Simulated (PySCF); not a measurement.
Isomers of C5H7Cl, one GFN2-xTB conformer each. Single-point energies are computed at PBE0/pcSseg-1 (PySCF, gas phase, no added dispersion term), electronic only.

```csv
SMILES,GFN2-xTB relative energy (kcal/mol)
C=C/C(Cl)=C\C,21.9
Cl[C@H]1C=CCC1,0.0
```

Conformers: `[CH2:1]=[CH:2]/[C:3]([Cl:4])=[CH:5]\[CH3:6]` with C1–C2–C3–Cl4 0°; `[Cl:1][C@H:2]1[CH:3]=[CH:4][CH2:5][CH2:6]1` with Cl1–C2–C3–C4 105°, C3–C4–C5–C6 11°, C4–C5–C6–C2 -18°, Cl1–C2–C6–C5 -98°.

Question: What does PBE0/pcSseg-1 give for the same structures?

Answer: 
```csv
SMILES,PBE0/pcSseg-1 E (Eh),PBE0/pcSseg-1 (kcal/mol),GFN2-xTB (kcal/mol),point group
Cl[C@H]1C=CCC1,-654.49655,0.0,0.0,C1
C=C/C(Cl)=C\C,-654.46943,17.0,21.9,Cs
```

Both levels put the same isomer lowest. 

Question: Which frontier levels, dipoles and rotational constants go with these structures?

Answer: 
```tsv
SMILES	HOMO (eV, PBE0/pcSseg-1)	LUMO (eV)	dipole (D)	A, B, C (MHz)
Cl[C@H]1C=CCC1	-7.47	-0.21	2.38	5637, 2230, 1923
C=C/C(Cl)=C\C	-6.73	-1.03	2.08	3750, 2262, 1423
```
